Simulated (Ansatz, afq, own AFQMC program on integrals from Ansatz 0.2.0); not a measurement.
AFQMC on a folder of integrals that Ansatz 0.2.0 wrote.

```yaml
crystal:
  periodic: [false, false, false]
  atoms:
    - {symbol: Ge, position_ang: [0.000034, -0.000003, -0.018730]}
    - {symbol: H, position_ang: [1.465006, 0.016889, 0.452573]}
    - {symbol: H, position_ang: [-0.748285, 1.261093, 0.448403]}
    - {symbol: H, position_ang: [-0.719150, -1.277779, 0.448837]}
basis:
  gaussian: {orbitals: cc-pVDZ}
total_charge: 1
magnetization: {spin_polarized: true, initial_magnetization: 2}
correlation: {method: ccsd_t, electrons: outside_noble_gas, hamiltonian_folder: ham}
```

```sh
$ ansatz run in.yaml --threads 1 --pin off --events-out ev --progress --plain --max-ram 1843MiB
```

afq runs on the folder ham with

```
--method phaseless --trial cid --walkers 20 --populations 1 --least-time 40 --time-step 0.02 --steps-per-block 5 --equilibration-blocks 60 --max-blocks 600 --target-error 0.00058 --factor-cut 1e-05 --start spin_pure --seed 683 --release-times 0.3,0.6,0.9,1.2 --release-step 0.1 --release-every 10 --taylor-order 6
```

Times are imaginary, in 1/Eh. The walk had a cap of 200 s. Filled inner d shells are frozen with the cores.

afq prints:

```
orbitals 28  electrons 4 2  factors 220 of 455
reference energy -2076.60682848 Eh
CCSD correlation -0.09558426 Eh in 12 cycles, weight of the determinant in the CISD state 0.9212
energy of the start -2076.707997 Eh
 block  time / (1/Eh)  mean weight  energy / Eh
     1     0.100  0.9966  -2076.706412
     2     0.200  1.0068  -2076.706561
     3     0.300  0.9985  -2076.705862
     4     0.400  1.0049  -2076.706012
     5     0.500  1.0042  -2076.705093
     8     0.800  1.0078  -2076.703692
    12     1.200  0.9972  -2076.704644
    45     4.500  0.9989  -2076.702952
    78     7.800  1.0132  -2076.704651
   111    11.100  1.0092  -2076.704133
   133    13.300  1.0073  -2076.699564
   144    14.400  1.0035  -2076.706104
   166    16.600  0.9729  -2076.716374
   177    17.700  0.9975  -2076.701792
   210    21.000  1.0004  -2076.703311
   243    24.300  1.0035  -2076.703381
   276    27.600  1.0013  -2076.701534
   309    30.900  1.0089  -2076.708804
   342    34.200  1.0009  -2076.708563
   375    37.500  1.0116  -2076.710285
   408    40.800  0.9733  -2076.704819
   441    44.100  0.9980  -2076.704510
   452    45.200  1.0026  -2076.707115
blocks merged  error / Eh  count
     1  0.000157  400
     2  0.000207  200
     4  0.000276  100
     8  0.000347  50
    16  0.000409  25
    32  0.000485  12
released: time / (1/Eh)  energy / Eh  error  mean overlap
  0.30  -2076.705560  0.000695  0.9978
  0.60  -2076.704886  0.000547  0.9936
  0.90  -2076.704897  0.000558  0.9903
  1.20  -2076.704728  0.000696  0.9783
energy -2076.705384 +/- 0.000409 Eh
(rows thinned)
```

The run passed its tests (sampling time, drift between the halves within three errors, error under three times the target), which doesn't prove that it has relaxed. The second half of the sampling lies below the first by 2.1 errors of their difference, so the energy may still be moving and its error bar be too small.

Against this walk (error 11.1 meV) on the same determinant: CCSD(T) 22.8 meV higher, CCSDT(Q) 1.5 meV higher (within the noise), full CI 1.1 meV higher (within the noise), a separate phaseless walk with a CISD trial and standard settings 20.1 ± 11.5 meV higher (within the noise). The error is statistical and leaves out the bias of the constraint. Released to 1.20 1/Eh the energy moves by 18 ± 22 meV (both errors), within twice the noise.

Cautions: constraint bias not in the error; no relativity below Rb; no spin-orbit coupling; inner d shell frozen; lower spins were not checked; the search met a lower determinant of the same kind, perhaps of another symmetry (20 meV lower), and this one is a saddle point; unrestricted determinant slightly spin contaminated (⟨S²⟩ 2.05 against 2.00); so few walkers bias the energy; the time-step error isn't removed.

The walk took 17 s on 1 thread of Intel(R) Xeon(R) Platinum 8488C (Sapphire Rapids), on a shared host. The log's last line is the phaseless energy.

CCSDT and higher add their correlation energy to the determinant of the CCSD(T) run, since their own runs factorise the integrals more tightly (a shift of under 2 meV). A walk keeps the symmetry of its determinant, which the program's search chose and which needn't be the lowest solution, so a lower state of the same spin and another symmetry isn't excluded.
